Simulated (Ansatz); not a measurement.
# [H···H···BH₂], doublet in cc-pVTZ: errors against UCCSDT(Q)

All five atoms lie in one plane.

Geometry: a point of a hydrogen-transfer path between rigid fragments, not a stationary point.

```yaml
atoms:
  - { symbol: H, position_ang: [-2.2267, 0.0000, 0.0000] }
  - { symbol: H, position_ang: [-1.2647, 0.0000, 0.0000] }
  - { symbol: B, position_ang: [0.1943, 0.0000, 0.0000] }
  - { symbol: H, position_ang: [0.7034, 0.0000, 1.0770] }
  - { symbol: H, position_ang: [0.7034, 0.0000, -1.0770] }
```

Basis cc-pVTZ; Ansatz 0.2.0. Only valence electrons are correlated (noble-gas cores frozen), which leaves 7 electrons in 85 orbitals. R marks a restricted (for open shells ROHF) determinant, U an unrestricted one. Active spaces: pair = (3e, 3o) about the gap; valence = (7e, 8o) chosen from the atoms' valence shells.

Full CI isn't at hand for all of this; UCCSDT(Q) serves as the reference, and is uncertain by about the last step of the cluster series. The frozen core follows each run's orbitals, which can shift R against U totals by a few meV.

```
UHF ⟨S²⟩                          : 0.781
T1 diagnostic (RCCSD)             : 0.0222
largest doubles amplitude (RCCSD) : 0.053
T1 diagnostic (UCCSD)             : 0.0146
```

```
   level  E − E(RHF) (eV)
     UHF          -0.2470
    RMP2          -3.6234
    UMP2          -3.5842
   RCCSD          -4.3167
   UCCSD          -4.3217
RCCSD(T)          -4.4104
UCCSD(T)          -4.4094
```

Estimate how far UCCSDT(Q) in cc-pVTZ lies from RCCSD(T). The table doesn't fix it; the size of (T) and the diagnostics are the guide.

UCCSDT(Q) in cc-pVTZ lies 1.8 kJ/mol below RCCSD(T), which is 19 % of the (T) step (-9.0 kJ/mol). The diagnostics are small and one determinant leads, so the series closes fast and only a small part of (T) is left.

The other levels:

```csv
level,E − E(UCCSDT(Q)) (kJ/mol),share of correlation (%),wall time
BCCD(T),1.8,99.57,1.8 s (H100)
RCCSDT,0.2,99.95,–
UCCSDT,0.2,99.96,–
RCCSDT(Q),0.0,99.99,3.8 s (H100)
CASSCF (pair space),361.8,15.33,–
NEVPT2 (pair space),75.9,82.23,1.7 s (H100)
MRCISD (pair space),21.4,94.99,–
MRCISD+Q (pair space),0.9,99.80,1.5 s (H100)
CASSCF (valence space),264.2,38.17,–
NEVPT2 (valence space),66.9,84.33,3.1 s
MRCISD (valence space),12.4,97.10,–
MRCISD+Q (valence space),1.6,99.62,2.6 s (H100)
```

The correlation energy at UCCSDT(Q), counted from RHF, is -4.429 eV. That run took 3.2 s on 2 threads of AMD EPYC 7R13 with a shared H100 80 GB, shared host.

Times hold each run's SCF and search for its determinant on a shared host, so for small cases they say little of a method's own cost; rows without a card ran on 1 thread of AMD EPYC 7R13.

Natural occupations of CASSCF (valence space) about the gap: 1.979 1.977 1.968 1.000 0.031 0.019 0.016 0.009; effectively unpaired electrons, Σ n²(2−n)², 1.01.
